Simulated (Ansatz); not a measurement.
```yaml
crystal:
  periodic: [false, false, false]
  atoms:
    - {symbol: Si, position_ang: [0.000000, 0.000000, 0.000000]}
    - {symbol: As, position_ang: [0.000000, 0.000000, 2.139000]}
basis:
  gaussian: {orbitals: def2-TZVP}
total_charge: 1
hamiltonian: {xc: pbe0}
relax: {f_tol: 0.004, max_steps: 80}
```

```sh
$ ansatz run in.yaml --threads 1 --pin off --events-out ev --progress --plain --max-ram 2176MiB
```

Steps of the relaxation (energy above the last step; positions in Å, forces in eV/Å):

```
2
step 1, 322.4 meV
Si    0.000    0.000    0.000    0.000    0.000   -3.257
As    0.000    0.000    2.139    0.000    0.000    3.257
```

```
2
step 2, 7.1 meV
Si    0.000    0.000   -0.084    0.000    0.000   -0.438
As    0.000    0.000    2.223    0.000    0.000    0.438
```

```
2
step 3, 0.0 meV
Si    0.000    0.000   -0.100    0.000    0.000   -0.005
As    0.000    0.000    2.239    0.000    0.000    0.005
```

```
2
step 4, 0.0 meV
Si    0.000    0.000   -0.100    0.000    0.000    0.000
As    0.000    0.000    2.239    0.000    0.000    0.000
```

Close pairs at the end: Si1–As2 2.340 Å.

A stationary point of restricted PBE0 after 4 steps (its stability towards spin polarisation wasn't tested). 18 s on 1 thread of Arm Neoverse V1, shared host.
